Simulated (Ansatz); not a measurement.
What does this script print? It uses Ansatz 0.2.0 through its Python package.

`c4h7n.py`
```python
'''Conformer energies of C4H7N.'''

import ansatz
from rdkit import Chem
from rdkit.Chem import AllChem

rd = Chem.AddHs(Chem.MolFromSmiles('C#CNCC'))
ids = list(AllChem.EmbedMultipleConfs(rd, numConfs=20, randomSeed=230, pruneRmsThresh=0.4))
field = [energy for _, energy in AllChem.MMFFOptimizeMoleculeConfs(rd)]
distinct = {round(e, 2): i for i, e in zip(ids, field)}
chosen = sorted(distinct.items())[:4]
found = []
for force_field, index in chosen:
    molecule = ansatz.Crystal.molecule()
    for atom, xyz in zip(rd.GetAtoms(), rd.GetConformer(index).GetPositions()):
        molecule = molecule.atom(atom.GetSymbol(), xyz.round(5).tolist())
    calculation = molecule.calculation()
    calculation = calculation.basis(gaussian='cc-pVDZ')
    calculation = calculation.functional('hf')
    found.append(calculation.run(threads=1, pin='off').report['free_energy_ev'])
print('conformer   MMFF (kcal/mol)   this level (kJ/mol)')
for (force_field, index), e in zip(chosen, found):
    print(f'{index:9d} {force_field - chosen[0][0]:17.2f} {96.485332 * (e - min(found)):17.3f}')
```

`python c4h7n.py` gives:
```text
conformer   MMFF (kcal/mol)   this level (kJ/mol)
        1              0.00             0.000
        2              0.93             1.867
```

The conformers keep their force-field geometries. Timing: 2.6 s on 1 thread of Arm Neoverse V1, on a shared host, peak memory 0.3 GiB.
